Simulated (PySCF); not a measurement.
# How methods differ on the electron affinity of S

S- [Ne] 3s2 3p5 (2P) → S [Ne] 3s2 3p4 (3P), as a difference of total energies. Computed with PySCF 2.14 in dyall-av2z, with the non-relativistic Hamiltonian (point nucleus). Correlated levels: valence: [Ne] frozen; virtual orbitals above 40 to 60 times the deepest correlated orbital energy dropped. The calculations carry no spin-orbit coupling.

| method | electron affinity (eV) | error (eV) |
| --- | --- | --- |
| UHF | 0.921 | -1.156 |
| LDA | 2.414 | +0.337 |
| PBE | 2.189 | +0.112 |
| PBE0 | 2.095 | +0.018 |
| r2SCAN | 2.161 | +0.084 |
| B97-3 | 2.166 | +0.089 |
| BHandHLYP | 1.972 | -0.105 |
| wB97M-V | 2.169 | +0.092 |
| M06-2X | 2.117 | +0.040 |
| MP2 (valence) | 1.801 | -0.276 |
| SCS-MP2 (valence) | 1.781 | -0.296 |

Reference: 2.077 eV (measured; photodetachment measurements, as compiled on the Wikipedia data page of electron affinities).

Errors of the correlated levels include the incompleteness of this basis and the frozen core.

In the anion the highest occupied orbital energy is positive at LDA, PBE, PBE0, r2SCAN, B97-3, a self-interaction effect; the basis confines that electron, and the energy difference can still be sensible.
